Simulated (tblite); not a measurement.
Compound: C5H11S (doublet state).
Numbering: `[CH3:1][CH2:2][CH2:3][CH2:4][CH2:5][S:6]` (hydrogens: H7, H8, H9 on C1; H10, H11 on C2; H12, H13 on C3; H14, H15 on C4; H16, H17 on C5)

The geometry is computed with GFN2-xTB (gas phase). This method treats the open shell by occupation alone, without spin polarisation.

(1) List the bond lengths, angles and torsions at this level.

## Answers

(1) 
```json
{"bond": "C1–C2", "length (Å)": "1.524"}
{"bond": "C2–C3", "length (Å)": "1.527"}
{"bond": "C3–C4", "length (Å)": "1.527"}
{"bond": "C4–C5", "length (Å)": "1.524"}
{"bond": "C5–S6", "length (Å)": "1.798"}
{"bond": "C1–H7, C1–H8, C1–H9", "length (Å)": "1.088"}
{"bond": "C2–H10, C2–H11", "length (Å)": "1.092"}
{"bond": "C3–H12, C3–H13", "length (Å)": "1.093"}
{"bond": "C4–H14, C4–H15", "length (Å)": "1.092"}
{"bond": "C5–H16, C5–H17", "length (Å)": "1.092"}
```

Bonds in one row agree within 0.01 Å and their mean is given. A selection of angles:
```json
{"angle": "C2–C1–H7", "degrees": "110.5"}
{"angle": "H7–C1–H8", "degrees": "108.4"}
{"angle": "C1–C2–C3", "degrees": "111.6"}
{"angle": "C1–C2–H10", "degrees": "109.5"}
{"angle": "C3–C2–H10", "degrees": "109.3"}
{"angle": "H10–C2–H11", "degrees": "107.6"}
{"angle": "C2–C3–C4", "degrees": "111.6"}
{"angle": "C2–C3–H12", "degrees": "109.3"}
{"angle": "C4–C3–H12", "degrees": "109.5"}
{"angle": "H12–C3–H13", "degrees": "107.6"}
{"angle": "C3–C4–C5", "degrees": "111.3"}
{"angle": "C3–C4–H14", "degrees": "109.6"}
{"angle": "C5–C4–H14", "degrees": "109.2"}
{"angle": "H14–C4–H15", "degrees": "107.8"}
{"angle": "C4–C5–S6", "degrees": "112.1"}
{"angle": "C4–C5–H16", "degrees": "110.9"}
{"angle": "S6–C5–H16", "degrees": "107.1"}
{"angle": "H16–C5–H17", "degrees": "108.7"}
```

Torsions: C1–C2–C3–C4 180° (antiperiplanar); C2–C3–C4–C5 180° (antiperiplanar); C3–C4–C5–S6 180° (antiperiplanar).

The 6 heavy atoms lie in one plane (0.001 Å rms). All 4 C–C bonds measure 1.524 to 1.527 Å.

Point group: Cs (tolerance 0.08 Å). Its GFN2-xTB frequencies are all real (lowest 59 cm⁻¹).

One conformer stands for the species.
